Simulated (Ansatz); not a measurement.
System: litharge SnO. Method: r²SCAN+rVV10 in Ansatz (plane waves, PAW).

Run with plane-wave cutoff 600 eV, 20×20×16 k mesh (along the axes of the cell as run), Fermi–Dirac smearing 0.05 eV, scalar-relativistic PAW data made under PBE.

Cell (relaxed at this level):

```
SnO
1.0
    3.79363     0.00000     0.00000
    0.00000     3.79363     0.00000
    0.00000     0.00000     4.76651
Sn O
2 2
Cartesian
  1.89682   0.00000   3.62049
  0.00000   1.89682   1.14602
  1.89682   1.89682   0.00000
  0.00000   0.00000   0.00000
```

Estimate the elastic constant C12, elastic constant C66, elastic constant C13, polycrystal shear modulus (Hill average), elastic constant C44, elastic constant C11 and elastic constant C33 that the calculation returns.


- elastic constant C12: 93.4 GPa
- elastic constant C66: 93.5 GPa
- elastic constant C13: 13.2 GPa
- polycrystal shear modulus (Hill average): 30.0 GPa
- elastic constant C44: 32.3 GPa
- elastic constant C11: 108 GPa
- elastic constant C33: 38.8 GPa

Note: the solid has no gap at this level, which affects its response.

Elastic constants are with the ions relaxed.

Spin–orbit coupling is not included.

Computed values are for the static lattice.

Ansatz is an electronic-structure program.
